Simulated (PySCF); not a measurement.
Isomers of C3H3FO, mass 74.017 u with the commonest isotopes. The calculation used PBE0-D3(BJ)/def2-SVP geometry optimisation, gas phase (PySCF). One conformer each, none proved a minimum here; rigid rotors.

Question: Order these by rotational constant A, smallest first.
A. `[CH2:1]=[CH:2][C:3](=[O:4])[F:5]` with C1–C2–C3–O4 0°
B. `[O:1]=[CH:2]/[CH:3]=[CH:4]/[F:5]` with O1–C2–C3–C4 0°
C. `[O:1]=[C:2]=[CH:3][CH2:4][F:5]` with C2–C3–C4–F5 -100°
D. `[CH2:1]=[C:2]([F:3])[CH:4]=[O:5]` with C1–C2–C4–O5 0°

Answer: D (10162 MHz), A (11000 MHz), C (18688 MHz), B (21239 MHz).

Question: Order these by rotational constant B, smallest first.
A. `[CH2:1]=[C:2]([F:3])[CH:4]=[O:5]` with C1–C2–C4–O5 0°
B. `[O:1]=[CH:2]/[CH:3]=[CH:4]/[F:5]` with O1–C2–C3–C4 0°
C. `[O:1]=[C:2]=[CH:3][CH2:4][F:5]` with C2–C3–C4–F5 -100°

Answer: C (2483 MHz), B (2690 MHz), A (4217 MHz).

Question: Order these by dipole moment, smallest first.
A. `[CH2:1]=[C:2]([F:3])[CH:4]=[O:5]` with C1–C2–C4–O5 0°
B. `[O:1]=[CH:2]/[CH:3]=[CH:4]/[F:5]` with O1–C2–C3–C4 0°
C. `[CH2:1]=[CH:2][C:3](=[O:4])[F:5]` with C1–C2–C3–O4 0°
D. `[O:1]=[C:2]=[CH:3][CH2:4][F:5]` with C2–C3–C4–F5 -100°

Answer: A (1.39 D), D (1.61 D), B (1.76 D), C (3.11 D).

| SMILES | point group | Ia (u·Å²) | Ib (u·Å²) | Ic (u·Å²) | κ | μa (D) | μb (D) | μc (D) |
| --- | --- | --- | --- | --- | --- | --- | --- | --- |
| O=C=CCF | C1 | 27.04 | 203.57 | 212.87 | -0.99 | 0.08 | 1.52 | 0.53 |
| O=C/C=C/F | Cs | 23.79 | 187.86 | 211.65 | -0.97 | 1.05 | 1.42 | 0.00 |
| C=C(F)C=O | Cs | 49.73 | 119.84 | 169.57 | -0.66 | 1.34 | 0.37 | 0.01 |
| C=CC(=O)F | Cs | 45.94 | 119.52 | 165.46 | -0.70 | 2.65 | 1.63 | 0.00 |
